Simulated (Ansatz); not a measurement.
We consider Sb2O3 (Pccn, No. 56), described by PBEsol (Ansatz, an electronic-structure program, plane waves, PAW).

Run with plane-wave cutoff 520 eV, 8×6×4 k mesh (along the axes of the cell as run), Fermi–Dirac smearing 0.01 eV, scalar-relativistic PAW data made under PBE.

A third-order Birch–Murnaghan fit to the energies gives V0 = 16.425 Å³/atom, B0 = 25.5 GPa, B′ = 9.4.

```
V (Å³/atom)  P (GPa)
-----------  -------
15.768             ?
16.097             ?
16.425         0.002
16.754             ?
17.082             ?
```

**Question.** Estimate the withheld pressures from this fit; the answers are the runs' own values.

**Answer.** 
- 15.768, P (GPa): 1.255
- 16.097, P (GPa): 0.566
- 16.754, P (GPa): -0.459
- 17.082, P (GPa): -0.827

The formula P = (3/2) B0 (x^(7/3) − x^(5/3)) [1 + (3/4)(B′ − 4)(x^(2/3) − 1)] with x = V0/V meets the computed pressures within 0.01 GPa when these rounded values are put in.

Shape and atoms are relaxed at each volume.

Note: the relaxation could not lower the start's symmetry, so the cell can be a saddle point above a distorted one; the bulk modulus comes from volumes at which shape and atoms were relaxed.

Spin–orbit coupling is not included.

Cost on a shared machine: very roughly 80 core-minutes.
